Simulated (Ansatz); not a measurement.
GeS (Pnma, No. 62) was calculated with LDA (Ansatz, a first-principles code, plane waves, PAW).

Settings: plane-wave cutoff 520 eV, 16×14×6 k mesh (along the axes of the cell as run), Fermi–Dirac smearing 0.05 eV, scalar-relativistic PAW data made under PBE.

Shape and atoms are relaxed at each volume.

Pressure at four volumes; x = ln(V/18.961 Å³). One pressure is withheld.

| V (Å³/atom) | x | P (GPa) |
|---|---|---|
| 18.202 | -0.0409 | ? |
| 18.581 | -0.0202 | 0.93 |
| 18.961 | 0.0000 | 0.00 |
| 19.719 | 0.0392 | -1.45 |

Q: Pass a parabola P(x) through the three rows shown, estimate the bulk modulus and its pressure derivative near zero pressure, and predict the withheld pressure.

A: Slopes between the rows: (0.00 − (0.93))/(0.0000 − (-0.0202)) = -46.04 and (-1.45 − (0.00))/(0.0392 − (0.0000)) = -36.99 GPa. Their difference over the span 0.0594 is c = 9.05/0.0594 = 152.4 GPa, so P(x) = 0.93 + (-46.04)(x − (-0.0202)) + 152.4 (x − (-0.0202))(x − (0.0000)). At the middle row B = −dP/dx = −[-46.04 + 152.4 × 0.0202] = 43.0 GPa, and B′ = dB/dP = 2c/B = 7.1. At x = -0.0409 the parabola gives 2.01 GPa; the run gives 2.02 GPa. The Birch–Murnaghan fit to the energies at all volumes has B0 = 42.9 GPa and B′ = 7.2.

Note: the volume lies 7 % below that of the published cell.
